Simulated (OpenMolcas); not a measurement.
# SiH2 (SMILES [SiH2]): the energy, rung by rung

SiH2: 3 atoms, total charge 0, spin state singlet. As SMILES, `[SiH2]`. The shape is that of a PBE0-D4/def2-TZVP optimisation.

```xyz
3

Si   -0.4912    0.4686   -0.2136
H     0.8403    0.5786    0.5225
H    -0.3491   -1.0472   -0.3089
```

Each level gives the energy change with the Si1–H2 bond stretched from 1.525 to 3.051 Å (eV). The values are calculated.

```json
{"level": "HF/pcseg-0 (restricted)", "kind": "Hartree–Fock", "program": "OpenMolcas", "value (eV)": "3.61", "less FCI/pcseg-0": "+1.37", "CPU time (all runs)": "3 s"}
{"level": "SVWN5/pcseg-0 (restricted)", "kind": "LDA", "program": "OpenMolcas", "value (eV)": "2.83", "less FCI/pcseg-0": "+0.59", "CPU time (all runs)": "5.9 s"}
{"level": "PBE/pcseg-0 (restricted)", "kind": "GGA", "program": "OpenMolcas", "value (eV)": "2.78", "less FCI/pcseg-0": "+0.54", "CPU time (all runs)": "6.5 s"}
{"level": "r2SCAN/pcseg-0 (restricted)", "kind": "meta-GGA", "program": "OpenMolcas", "value (eV)": "2.97", "less FCI/pcseg-0": "+0.73", "CPU time (all runs)": "8.1 s"}
{"level": "PBE0/pcseg-0 (restricted)", "kind": "global hybrid", "program": "OpenMolcas", "value (eV)": "3.10", "less FCI/pcseg-0": "+0.86", "CPU time (all runs)": "6.3 s"}
{"level": "B2PLYP/pcseg-0 (restricted)", "kind": "double hybrid", "program": "OpenMolcas", "value (eV)": "2.99", "less FCI/pcseg-0": "+0.75", "CPU time (all runs)": "6.2 s"}
{"level": "MP2/pcseg-0 (restricted)", "kind": "perturbation theory", "program": "OpenMolcas", "value (eV)": "3.05", "less FCI/pcseg-0": "+0.81", "CPU time (all runs)": "3.2 s"}
{"level": "CISD/pcseg-0 (restricted)", "kind": "coupled cluster or CI", "program": "OpenMolcas", "value (eV)": "2.50", "less FCI/pcseg-0": "+0.26", "CPU time (all runs)": "3.4 s"}
{"level": "FCI/pcseg-0", "kind": "exact in the basis", "program": "OpenMolcas", "value (eV)": "2.24", "less FCI/pcseg-0": "0.00", "CPU time (all runs)": "4.7 s"}
```

FCI/pcseg-0 is exact within its basis and frozen core, so for wave-function methods in that basis the difference is their error; functionals converge differently with the basis, so for them it is only a difference. Spin-restricted single references rise too steeply as a bond breaks, Hartree–Fock most of all. The first shape isn't each level's own minimum. The values span 2.24 to 3.61 eV. All rows use very small basis sets, so even the best lies far from the true value. Times are those of the runs behind each value, whatever else they computed, on shared processors of several kinds: orders of magnitude only.
